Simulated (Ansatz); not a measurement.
Basis-set extrapolation for `SCCCS` (PBE0-D4/def2-TZVP geometry, frozen core, Ansatz). Multiplicity 1, RHF reference.

|  | def2-TZVPP | def2-QZVPP |
| --- | --- | --- |
| HF | -913.389316 | -913.417619 |
| MP2 correlation | -0.882670 | -0.947200 |
| CCSD(T) correlation | -0.989280 | not run |

Energies in hartree. Use E(X) = E(∞) + A·exp(−7.88·√X) for Hartree–Fock and E(X) = E(∞) + B·X^(−2.97) for correlation, with X = 3 and 4, and add CCSD(T) minus MP2 of the smaller set to the MP2 limit.

Problem. What is the CCSD(T) energy at the basis-set limit?

Solution. HF limit: -913.417619 + (-0.028303) × 0.13774 = -913.42152. MP2 limit: -0.947200 + (-0.064530) × 0.74074 = -0.99500. Higher-order term: -0.989280 − (-0.882670) = -0.10661. Total: -914.52313 hartree, 379.5 kJ/mol below CCSD(T)/def2-TZVPP.
